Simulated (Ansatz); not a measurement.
# C3H4O: the cost of one run

Program: Ansatz 0.2.0 through its Python package. Level of theory: PBE/def2-SVP. These are calculated values, not measurements.

## Step 1: Starting point

Bond lengths: C1–C2 1.490 Å, C2–C3 1.299 Å, C3–O4 1.175 Å, C1–H5 1.095 Å, C1–H6 1.094 Å, C1–H7 1.094 Å, C2–H8 1.084 Å. Angles: C1–C2–C3 124.7°, C1–C2–H8 117.4°, C3–C2–H8 117.8°, C2–C1–H5 112.0°, C2–C1–H6 110.0°, C2–C1–H7 110.0°, H5–C1–H6 108.3°, H5–C1–H7 108.3°, H6–C1–H7 108.3°, C2–C3–O4 179.9°.

The script holds or builds the structure itself.

## Step 2: The code

c3h4o.py reads:

```python
"""Energy of C3H4O as one group turns about a bond."""

import logging
import sys

import ansatz as az
from ase import Atoms

logging.basicConfig(stream=sys.stdout, format="%(levelname)s:%(name)s:%(message)s")
logger = logging.getLogger("ansatz_job")
logger.setLevel(logging.INFO)


def main() -> None:
    atoms = Atoms(["C", "C", "C", "O", "H", "H", "H", "H"], positions=[
        [-0.9019, -0.3355, -0.1058],
        [0.2889, 0.4893, 0.2415],
        [1.517, 0.1701, -0.0363],
        [2.6281, -0.117, -0.2869],
        [-0.6239, -1.2557, -0.6298],
        [-1.5774, 0.2353, -0.7502],
        [-1.4455, -0.6095, 0.8035],
        [0.1148, 1.4229, 0.764],
    ])

    # relax first, so that the scan starts from a minimum
    first = (
        az.Crystal.molecule_from_ase(atoms).calculation()
        .basis(gaussian="def2-SVP")
        .functional("pbe")
        .relax(force_tolerance=0.02, max_steps=80)
    )
    atoms.positions = first.run(threads=1).report["positions_ang"]

    start = atoms.get_dihedral(2, 1, 0, 4)
    energies = {}
    for turn in range(0, 121, 20):
        turned = atoms.copy()
        turned.set_dihedral(2, 1, 0, 4, start + turn, indices=[0, 4, 5, 6])
        calc = az.Crystal.molecule_from_ase(turned).calculation().basis(gaussian="def2-SVP").functional("pbe")
        energies[round((start + turn) % 360)] = calc.run(threads=1).report["free_energy_ev"]
    floor = min(energies.values())
    logger.info("dihedral C2-C1-C0-H4 (deg)   E - E(min) (kcal/mol)")
    for angle, e in sorted(energies.items()):
        logger.info(f"{angle:8d} {23.060548 * (e - floor):14.3f}  " + "#" * int(30 * (e - floor) / max(max(energies.values()) - floor, 1e-9)))


if __name__ == "__main__":
    main()
```

## Step 3: Launch

The run is started by

```console
> python c3h4o.py
```

Q: Estimate wall time and peak memory on 1 thread of Arm Neoverse V1, shared host.

About 23 s, with a peak of 0.21 GiB.
